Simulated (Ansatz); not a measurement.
Nudged elastic band run: CH₄OS₂

Input:

```yaml
crystal:
  periodic: [false, false, false]
  atoms:
    - { symbol: O, position_ang: [-0.852889, 1.215432, -0.419934] }
    - { symbol: C, position_ang: [-0.050146, 0.31507, 0.257889] }
    - { symbol: S, position_ang: [1.771837, 0.587315, -0.207575] }
    - { symbol: S, position_ang: [-0.44631, -1.510344, -0.117617] }
    - { symbol: H, position_ang: [-0.747175, 1.111787, -1.403107] }
    - { symbol: H, position_ang: [-0.189397, 0.498166, 1.332316] }
    - { symbol: H, position_ang: [2.202206, -0.715995, 0.038408] }
    - { symbol: H, position_ang: [-1.688134, -1.501449, 0.51964] }
basis:
  gaussian: { orbitals: "6-31G" }
hamiltonian:
  xc: lda
neb:
  order_check: false
  images: 5
  f_tol: 0.05
  max_iterations: 60
  final_atoms:
    - { symbol: O, position_ang: [-1.5273984, 0.78177799, 0.8672829] }
    - { symbol: C, position_ang: [0.6076012, -0.56311926, -0.33427129] }
    - { symbol: S, position_ang: [2.33070307, -0.60897119, -0.7729152] }
    - { symbol: S, position_ang: [-0.47444292, -1.79865157, -0.66373243] }
    - { symbol: H, position_ang: [0.22265929, 0.33676243, 0.19474679] }
    - { symbol: H, position_ang: [-2.11960046, 1.37594379, 0.35217528] }
    - { symbol: H, position_ang: [2.66279285, 0.64066582, -0.24110981] }
    - { symbol: H, position_ang: [-1.70232263, -0.16442601, 0.59784376] }
  initial_path:
    images:
      - { positions_ang: [[-0.852889, 1.215432, -0.419934], [-0.050146, 0.31507, 0.257889], [1.771837, 0.587315, -0.207575], [-0.44631, -1.510344, -0.117617], [-0.747175, 1.111787, -1.403107], [-0.189397, 0.498166, 1.332316], [2.202206, -0.715995, 0.038408], [-1.688134, -1.501449, 0.51964]] }
      - { positions_ang: [[-0.73434606, 1.24234879, -0.47950037], [-0.07058684, 0.27129869, 0.20347612], [1.74912327, 0.41549177, -0.17767165], [-0.6358716, -1.44660363, -0.25959419], [-0.98422534, 1.20486594, -1.13354768], [-0.07299495, 0.78578705, 1.05029317], [2.09399758, -0.7639629, 0.29918367], [-1.34510405, -1.7092437, 0.49738094]] }
      - { positions_ang: [[-0.61580313, 1.26926558, -0.53906674], [-0.09102767, 0.22752738, 0.14906323], [1.72640954, 0.24366853, -0.1477683], [-0.8254332, -1.38286327, -0.40157138], [-1.22127568, 1.29794487, -0.86398837], [0.04340709, 1.07340811, 0.76827035], [1.98578915, -0.81193081, 0.55995934], [-1.00207411, -1.9170384, 0.47512188]] }
      - { positions_ang: [[-0.49726019, 1.29618237, -0.59863311], [-0.11146851, 0.18375607, 0.09465035], [1.70369581, 0.0718453, -0.11786495], [-1.0149948, -1.3191229, -0.54354857], [-1.45832602, 1.39102381, -0.59442905], [0.15980914, 1.36102916, 0.48624752], [1.87758073, -0.85989871, 0.820735], [-0.65904416, -2.1248331, 0.45286281]] }
      - { positions_ang: [[-0.84063959, 1.12471424, -0.10999444], [0.1282214, -0.06520237, -0.04832353], [1.91269823, -0.15509353, -0.33621504], [-0.83481084, -1.47896579, -0.58360986], [-0.89799758, 1.03960335, -0.33137044], [-0.59999406, 1.3660007, 0.44155677], [2.1393181, -0.35971053, 0.46678673], [-1.00680365, -1.47136407, 0.5011898]] }
      - { positions_ang: [[-1.184019, 0.95324611, 0.37864423], [0.3679113, -0.31416082, -0.19129741], [2.12170065, -0.38203236, -0.55456512], [-0.65462688, -1.63880868, -0.62367115], [-0.33766915, 0.68818289, -0.06831182], [-1.35979726, 1.37097225, 0.39686603], [2.40105548, 0.14047764, 0.11283846], [-1.35456314, -0.81789504, 0.54951678]] }
      - { positions_ang: [[-1.5273984, 0.78177799, 0.8672829], [0.6076012, -0.56311926, -0.33427129], [2.33070307, -0.60897119, -0.7729152], [-0.47444292, -1.79865157, -0.66373243], [0.22265929, 0.33676243, 0.19474679], [-2.11960046, 1.37594379, 0.35217528], [2.66279285, 0.64066582, -0.24110981], [-1.70232263, -0.16442601, 0.59784376]] }
```

Run as:

```bash
$ ansatz run input.yaml --threads 1 --pin off --max-ram 2048MiB --backend cpu --events-out ev --progress --plain --runs-dir out
```

Output, in part (warnings, iteration lines):

```
NEB end point (image 0): max|allowed force component| = 1.837e-2 eV/Å (the criterion of neb.relax_end_points is 1.000e-2)
NEB end point (image 6): max|allowed force component| = 1.759e-2 eV/Å (the criterion of neb.relax_end_points is 1.000e-2)
NEB iter   1: max|band force component| = 1.236e3 eV/Å  barrier→ = 185.7588 eV  barrier← = 185.4678 eV  Δτ_max = 0.1993 Å  (194 SCF iters)
NEB iter   2: max|band force component| = 2.431e2 eV/Å  barrier→ = 47.1119 eV  barrier← = 46.8209 eV  Δτ_max = 0.2000 Å  (156 SCF iters)
NEB iter   3: max|band force component| = 1.924e2 eV/Å  barrier→ = 32.2299 eV  barrier← = 31.9389 eV  Δτ_max = 0.1997 Å  (155 SCF iters)
NEB iter   4: max|band force component| = 1.070e2 eV/Å  barrier→ = 17.8967 eV  barrier← = 17.6057 eV  Δτ_max = 0.2000 Å  (147 SCF iters)
NEB iter   5: max|band force component| = 5.142e1 eV/Å  barrier→ = 10.0635 eV  barrier← = 9.7725 eV  Δτ_max = 0.2000 Å  (150 SCF iters)
NEB iter   6: max|band force component| = 3.678e1 eV/Å  barrier→ = 7.4830 eV  barrier← = 7.1920 eV  Δτ_max = 0.2000 Å  (153 SCF iters)
NEB iter   7: max|band force component| = 1.932e1 eV/Å  barrier→ = 5.8105 eV  barrier← = 5.5195 eV  Δτ_max = 0.1983 Å  (152 SCF iters)
NEB iter   8: max|band force component| = 3.477e0 eV/Å  barrier→ = 4.3197 eV  barrier← = 4.0287 eV  Δτ_max = 0.1005 Å  (148 SCF iters)
NEB iter   9: max|band force component| = 3.205e0 eV/Å  barrier→ = 4.1425 eV  barrier← = 3.8515 eV  Δτ_max = 0.0501 Å  (143 SCF iters)
NEB iter  10: max|band force component| = 2.681e0 eV/Å  barrier→ = 3.8864 eV  barrier← = 3.5954 eV  Δτ_max = 0.0997 Å  (140 SCF iters)
NEB iter  11: max|band force component| = 1.808e0 eV/Å  barrier→ = 3.6913 eV  barrier← = 3.4003 eV  Δτ_max = 0.2000 Å  (137 SCF iters)
NEB iter  12: max|band force component| = 3.657e0 eV/Å  barrier→ = 3.6029 eV  barrier← = 3.3120 eV  Δτ_max = 0.1009 Å  (151 SCF iters)
NEB iter  13: max|band force component| = 2.308e0 eV/Å  barrier→ = 3.2873 eV  barrier← = 2.9963 eV  Δτ_max = 0.1022 Å  (138 SCF iters)
NEB iter  14: max|band force component| = 1.027e0 eV/Å  barrier→ = 3.1292 eV  barrier← = 2.8382 eV  Δτ_max = 0.2000 Å  (142 SCF iters)
NEB iter  15: max|band force component| = 2.122e0 eV/Å  barrier→ = 3.1124 eV  barrier← = 2.8214 eV  Δτ_max = 0.1009 Å  (153 SCF iters)
NEB iter  16: max|band force component| = 1.536e0 eV/Å  barrier→ = 3.0777 eV  barrier← = 2.7867 eV  Δτ_max = 0.1004 Å  (138 SCF iters)
NEB iter  17: max|band force component| = 8.228e-1 eV/Å  barrier→ = 3.0433 eV  barrier← = 2.7523 eV  Δτ_max = 0.1032 Å  (141 SCF iters)
NEB iter  18: max|band force component| = 1.052e0 eV/Å  barrier→ = 3.0298 eV  barrier← = 2.7388 eV  Δτ_max = 0.0501 Å  (142 SCF iters)
NEB iter  19: max|band force component| = 7.009e-1 eV/Å  barrier→ = 3.0106 eV  barrier← = 2.7196 eV  Δτ_max = 0.0502 Å  (139 SCF iters)
NEB iter  20: max|band force component| = 8.107e-1 eV/Å  barrier→ = 2.9947 eV  barrier← = 2.7037 eV  Δτ_max = 0.0251 Å  (135 SCF iters)
NEB iter  21: max|band force component| = 2.481e-1 eV/Å  barrier→ = 2.9868 eV  barrier← = 2.6958 eV  CI = image 3  Δτ_max = 0.0500 Å  (134 SCF iters)
NEB iter  22: max|band force component| = 1.629e-1 eV/Å  barrier→ = 2.9739 eV  barrier← = 2.6829 eV  CI = image 3  Δτ_max = 0.0501 Å  (134 SCF iters)
NEB iter  23: max|band force component| = 6.099e-1 eV/Å  barrier→ = 2.9603 eV  barrier← = 2.6693 eV  CI = image 3  Δτ_max = 0.0250 Å  (133 SCF iters)
NEB iter  24: max|band force component| = 1.630e-1 eV/Å  barrier→ = 2.9655 eV  barrier← = 2.6745 eV  CI = image 3  Δτ_max = 0.0498 Å  (127 SCF iters)
NEB iter  25: max|band force component| = 1.409e-1 eV/Å  barrier→ = 2.9760 eV  barrier← = 2.6850 eV  CI = image 3  Δτ_max = 0.0994 Å  (139 SCF iters)
NEB iter  26: max|band force component| = 5.678e-1 eV/Å  barrier→ = 2.9969 eV  barrier← = 2.7059 eV  CI = image 3  Δτ_max = 0.0499 Å  (138 SCF iters)
NEB iter  27: max|band force component| = 2.192e-1 eV/Å  barrier→ = 3.0068 eV  barrier← = 2.7158 eV  CI = image 3  Δτ_max = 0.0998 Å  (139 SCF iters)
NEB iter  28: max|band force component| = 3.999e-1 eV/Å  barrier→ = 3.0195 eV  barrier← = 2.7285 eV  CI = image 3  Δτ_max = 0.0501 Å  (141 SCF iters)
NEB iter  29: max|band force component| = 4.419e-1 eV/Å  barrier→ = 3.0116 eV  barrier← = 2.7206 eV  CI = image 3  Δτ_max = 0.0503 Å  (138 SCF iters)
NEB iter  30: max|band force component| = 4.189e-1 eV/Å  barrier→ = 3.0004 eV  barrier← = 2.7094 eV  CI = image 3  Δτ_max = 0.0997 Å  (139 SCF iters)
NEB iter  31: max|band force component| = 2.730e-1 eV/Å  barrier→ = 2.9769 eV  barrier← = 2.6859 eV  CI = image 3  Δτ_max = 0.0997 Å  (141 SCF iters)
NEB iter  32: max|band force component| = 3.589e-1 eV/Å  barrier→ = 2.9536 eV  barrier← = 2.6627 eV  CI = image 3  Δτ_max = 0.0500 Å  (142 SCF iters)
NEB iter  33: max|band force component| = 3.747e-1 eV/Å  barrier→ = 2.9469 eV  barrier← = 2.6559 eV  CI = image 3  Δτ_max = 0.0250 Å  (140 SCF iters)
NEB iter  34: max|band force component| = 2.896e-1 eV/Å  barrier→ = 2.9454 eV  barrier← = 2.6544 eV  CI = image 3  Δτ_max = 0.0250 Å  (141 SCF iters)
NEB iter  35: max|band force component| = 1.582e-1 eV/Å  barrier→ = 2.9396 eV  barrier← = 2.6486 eV  CI = image 3  Δτ_max = 0.0502 Å  (141 SCF iters)
NEB iter  36: max|band force component| = 1.487e-1 eV/Å  barrier→ = 2.9274 eV  barrier← = 2.6364 eV  CI = image 3  Δτ_max = 0.0251 Å  (140 SCF iters)
NEB iter  37: max|band force component| = 1.499e-1 eV/Å  barrier→ = 2.9211 eV  barrier← = 2.6301 eV  CI = image 3  Δτ_max = 0.0251 Å  (136 SCF iters)
NEB iter  38: max|band force component| = 1.573e-1 eV/Å  barrier→ = 2.9145 eV  barrier← = 2.6235 eV  CI = image 3  Δτ_max = 0.0250 Å  (139 SCF iters)
NEB iter  39: max|band force component| = 2.139e-1 eV/Å  barrier→ = 2.9079 eV  barrier← = 2.6169 eV  CI = image 3  Δτ_max = 0.0125 Å  (136 SCF iters)
NEB iter  40: max|band force component| = 1.807e-1 eV/Å  barrier→ = 2.9075 eV  barrier← = 2.6165 eV  CI = image 3  Δτ_max = 0.0250 Å  (130 SCF iters)
NEB iter  41: max|band force component| = 2.433e-1 eV/Å  barrier→ = 2.9000 eV  barrier← = 2.6090 eV  CI = image 3  Δτ_max = 0.0125 Å  (134 SCF iters)
NEB iter  42: max|band force component| = 1.797e-1 eV/Å  barrier→ = 2.8959 eV  barrier← = 2.6049 eV  CI = image 3  Δτ_max = 0.0125 Å  (131 SCF iters)
NEB iter  43: max|band force component| = 1.797e-1 eV/Å  barrier→ = 2.8919 eV  barrier← = 2.6009 eV  CI = image 3  Δτ_max = 0.0251 Å  (130 SCF iters)
NEB iter  44: max|band force component| = 1.794e-1 eV/Å  barrier→ = 2.8833 eV  barrier← = 2.5923 eV  CI = image 3  Δτ_max = 0.0500 Å  (133 SCF iters)
NEB iter  45: max|band force component| = 1.996e-1 eV/Å  barrier→ = 2.8652 eV  barrier← = 2.5742 eV  CI = image 3  Δτ_max = 0.0501 Å  (136 SCF iters)
NEB iter  46: max|band force component| = 2.460e-1 eV/Å  barrier→ = 2.8583 eV  barrier← = 2.5673 eV  CI = image 3  Δτ_max = 0.0502 Å  (136 SCF iters)
NEB iter  47: max|band force component| = 2.427e-1 eV/Å  barrier→ = 2.8370 eV  barrier← = 2.5460 eV  CI = image 3  Δτ_max = 0.1007 Å  (135 SCF iters)
NEB iter  48: max|band force component| = 2.867e-1 eV/Å  barrier→ = 2.7876 eV  barrier← = 2.4966 eV  CI = image 3  Δτ_max = 0.1007 Å  (142 SCF iters)
NEB iter  49: max|band force component| = 4.266e-1 eV/Å  barrier→ = 2.7309 eV  barrier← = 2.4399 eV  CI = image 3  Δτ_max = 0.1006 Å  (144 SCF iters)
NEB iter  50: max|band force component| = 5.582e-1 eV/Å  barrier→ = 2.6679 eV  barrier← = 2.3769 eV  CI = image 3  Δτ_max = 0.1004 Å  (140 SCF iters)
NEB iter  51: max|band force component| = 6.624e-1 eV/Å  barrier→ = 2.6009 eV  barrier← = 2.3099 eV  CI = image 3  Δτ_max = 0.1005 Å  (141 SCF iters)
NEB iter  52: max|band force component| = 6.834e-1 eV/Å  barrier→ = 2.5728 eV  barrier← = 2.2818 eV  CI = image 3  Δτ_max = 0.1001 Å  (139 SCF iters)
NEB iter  53: max|band force component| = 6.587e-1 eV/Å  barrier→ = 2.5255 eV  barrier← = 2.2346 eV  CI = image 3  Δτ_max = 0.0500 Å  (138 SCF iters)
NEB iter  54: max|band force component| = 6.196e-1 eV/Å  barrier→ = 2.4928 eV  barrier← = 2.2018 eV  CI = image 3  Δτ_max = 0.0501 Å  (134 SCF iters)
NEB iter  55: max|band force component| = 5.483e-1 eV/Å  barrier→ = 2.4661 eV  barrier← = 2.1751 eV  CI = image 3  Δτ_max = 0.0500 Å  (139 SCF iters)
NEB iter  56: max|band force component| = 4.423e-1 eV/Å  barrier→ = 2.4462 eV  barrier← = 2.1552 eV  CI = image 3  Δτ_max = 0.0505 Å  (139 SCF iters)
NEB iter  57: max|band force component| = 3.661e-1 eV/Å  barrier→ = 2.4323 eV  barrier← = 2.1413 eV  CI = image 3  Δτ_max = 0.0502 Å  (138 SCF iters)
NEB iter  58: max|band force component| = 3.593e-1 eV/Å  barrier→ = 2.4293 eV  barrier← = 2.1384 eV  CI = image 3  Δτ_max = 0.0499 Å  (136 SCF iters)
NEB iter  59: max|band force component| = 2.997e-1 eV/Å  barrier→ = 2.4273 eV  barrier← = 2.1363 eV  CI = image 3  Δτ_max = 0.0500 Å  (138 SCF iters)
NEB iter  60: max|band force component| = 2.439e-1 eV/Å  barrier→ = 2.4258 eV  barrier← = 2.1348 eV  CI = image 3  Δτ_max = 0.0500 Å  (129 SCF iters)
Error: NEB band did not converge after 60 iterations: max|band force component| = 2.44e-1 eV/Å (threshold 5.0e-2); raise `neb.max_iterations` in a new run, which can start from the last band evaluated (`neb.initial_path`, with `crystal.atoms` and `neb.final_atoms` set to its first and last images), …
```

The run ended unconverged. The band didn't meet its force threshold, so its energies are provisional: the largest band force was still 0.24 eV/Å, and over the last iterations the top stayed at 2.43 eV. Neighbouring images lie up to 2.0 Å apart, so the band is torn or far too coarse. The orbitals stay closed-shell, which can raise the energy where a bond breaks towards radicals; this wasn't checked here. Limits of this set-up: no polarisation functions.

Final band (atoms are numbered from 1 in the order of the input):

| image | path coordinate (Å) | energy (kJ/mol) | O1–C2 (Å) | O1–H5 (Å) | C2–H6 (Å) |
| --- | --- | --- | --- | --- | --- |
| 0 | 0.00 | 0.0 | 1.38 | 0.99 | 1.10 |
| 1 | 1.98 | 13.2 | 1.39 | 0.99 | 1.10 |
| 2 | 3.88 | 145.0 | 1.47 | 0.98 | 1.11 |
| 3 | 5.79 | 234.1 | 2.75 | 1.00 | 2.47 |
| 4 | 7.05 | 113.0 | 2.57 | 1.61 | 2.62 |
| 5 | 8.32 | 28.2 | 2.80 | 1.93 | 3.51 |
| 6 | 9.59 | 28.1 | 2.79 | 1.93 | 3.42 |

Run time: 4.5 min on 1 thread of AMD EPYC 9R14 (Zen 4) (shared host), peak memory 0.11 GiB.
